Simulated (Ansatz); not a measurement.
**Telling isomers of C3H6OS apart by their spectra**

These gas-phase data were calculated for one isomer of C3H6OS at B3LYP-D3(BJ)/def2-SVP (harmonic, unscaled wavenumbers; equilibrium rotational constants with average atomic masses):

- rotational constants: 6.847, 2.772, 2.196 GHz
- all wavenumbers above 1500 cm⁻¹: 3155, 3143, 3139, 3064, 3039, 2899, 1830

Candidates:

(1) `CC(=O)CS`, a singlet
(2) `CC(=S)CO`, a singlet
(3) `CSCC=O`, a singlet

Which candidate do the data belong to?

Candidate (3). No mode falls between 3300 and 4000 cm⁻¹, where the O–H stretch of (2) would stand. No mode falls between 2500 and 2800 cm⁻¹, where the S–H stretch of (1) would stand.

The same quantities for all candidates:

```tsv
	rotational constants (GHz)	wavenumbers above 1500 cm⁻¹	E above the lowest, B3LYP-D3(BJ)/def2-SVP (kcal/mol)
(1)	9.488, 2.252, 1.879	3163, 3112, 3098, 3035, 3025, 2647, 1835	0.0
(2)	7.273, 2.534, 1.983	3812, 3167, 3090, 3068, 3025, 3016	14.9
(3)	6.847, 2.772, 2.196	3155, 3143, 3139, 3064, 3039, 2899, 1830	7.8
```

Harmonic stretches to hydrogen usually lie a few per cent above observed fundamentals. Each candidate is one conformer. Programs: Ansatz 0.2.0.
